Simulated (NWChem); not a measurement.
System: ethanol (C2H6O); SMILES C(O)C

NWChem input:

```
start job
memory heap 200 mb stack 900 mb global 1100 mb
geometry units angstroms noautosym nocenter noautoz
  C      0.248698    -1.203641     0.033018
  C     -0.541542     0.090016    -0.018908
  O      0.265684     1.233055     0.084748
  H     -0.416728    -2.080766     0.008403
  H      0.852809    -1.250118     0.951796
  H      0.934462    -1.285843    -0.827244
  H     -1.165352     0.112434    -0.936439
  H     -1.242518     0.134033     0.830254
  H      0.876841     1.231942    -0.659191
end
basis spherical
  C library 6-31g*
  O library 6-31g*
  H library 6-31g*
end
dft
  xc hfexch
  iterations 150
end
property
  efieldgrad
end
task dft property
```

Output (shortened):

```
             Northwest Computational Chemistry Package (NWChem) 7.3.0
             --------------------------------------------------------

                             Geometry "geometry" -> ""
                             -------------------------

 Output coordinates in angstroms (scale by  1.889725989 to convert to a.u.)

  No.       Tag          Charge          X              Y              Z
 ---- ---------------- ---------- -------------- -------------- --------------
    1 C                    6.0000     0.24869800    -1.20364100     0.03301800
    2 C                    6.0000    -0.54154200     0.09001600    -0.01890800
    3 O                    8.0000     0.26568400     1.23305500     0.08474800
    4 H                    1.0000    -0.41672800    -2.08076600     0.00840300
    5 H                    1.0000     0.85280900    -1.25011800     0.95179600
    6 H                    1.0000     0.93446200    -1.28584300    -0.82724400
    7 H                    1.0000    -1.16535200     0.11243400    -0.93643900
    8 H                    1.0000    -1.24251800     0.13403300     0.83025400
    9 H                    1.0000     0.87684100     1.23194200    -0.65919100

 Effective nuclear repulsion energy (a.u.)      81.8777764993

  xc_inp: hfexch multiplicative factor not found.
                              NWChem Property Module
                              ----------------------

  itol2e modified to match energy
  convergence criterion.

                                 NWChem DFT Module
                                 -----------------

 Summary of "ao basis" -> "ao basis" (spherical)
 ------------------------------------------------------------------------------
       Tag                 Description            Shells   Functions and Types
 ---------------- ------------------------------  ------  ---------------------
 C                           6-31g*                  6       14   3s2p1d
 O                           6-31g*                  6       14   3s2p1d
 H                           6-31g*                  2        2   2s

  itol2e modified to match energy
  convergence criterion.

[...]

          -----------------------
          Electric field gradient
          -----------------------

 1 a.u. = 0.324123 10**(16) esu/cm**3  ( or statvolts/cm**2 ) = 0.97174 10**(22) v/m**2

 ------------------------------------------------------------
   Atom      X         Y         Z
 ------------------------------------------------------------
    1 C    0.46997  -2.27455   0.06239
 ------------------------------------------------------------

 Electric field gradient in molecular frame (a.u.)
         XX             YY             ZZ             XY             XZ             YZ
 ------------------------------------------------------------------------------------------
       -0.012291       0.012196       0.000095      -0.003017       0.017214       0.003460

 Principal components (a.u.) and orientation
 of principal axis w.r.t. absolute frame                      Asymmetry parameter eta
 --------------------------------------------------------------------------------------
       -0.024928       0.013584       0.011344                       0.089849

        0.810215       0.279721       0.515080
        0.119328       0.781655      -0.612190
       -0.573858       0.557469       0.599930

 ------------------------------------------------------------
   Atom      X         Y         Z
 ------------------------------------------------------------
    2 C   -1.02337   0.17011  -0.03573
 ------------------------------------------------------------

 Electric field gradient in molecular frame (a.u.)
         XX             YY             ZZ             XY             XZ             YZ
 ------------------------------------------------------------------------------------------
       -0.025068      -0.149323       0.174390      -0.225735      -0.027798      -0.007246

 Principal components (a.u.) and orientation
 of principal axis w.r.t. absolute frame                      Asymmetry parameter eta
 --------------------------------------------------------------------------------------
       -0.322354       0.183897       0.138458                       0.140960

        0.606809      -0.368000       0.704528
        0.793543       0.229705      -0.563495
        0.045532       0.901006       0.431410

 ------------------------------------------------------------
   Atom      X         Y         Z
 ------------------------------------------------------------
    3 O    0.50207   2.33014   0.16015
 ------------------------------------------------------------

 Electric field gradient in molecular frame (a.u.)
         XX             YY             ZZ             XY             XZ             YZ
 ------------------------------------------------------------------------------------------
       -0.183257       0.003193       0.180064      -1.347039       1.249548      -0.230144

 Principal components (a.u.) and orientation
 of principal axis w.r.t. absolute frame                      Asymmetry parameter eta
 --------------------------------------------------------------------------------------
        1.922827      -1.791421      -0.131405                       0.863321

       -0.656905       0.751823      -0.056906
        0.525753       0.510858       0.680153
       -0.540425      -0.416877       0.730858

 ------------------------------------------------------------
   Atom      X         Y         Z
 ------------------------------------------------------------
    4 H   -0.78750  -3.93208   0.01588
 ------------------------------------------------------------

[...]
```

Level: Hartree-Fock/6-31G* (spherical d). Coordinates come from a PBE0/def2-SVP optimisation. NWChem prints the field gradient with the sign opposite to the second derivative of the potential.
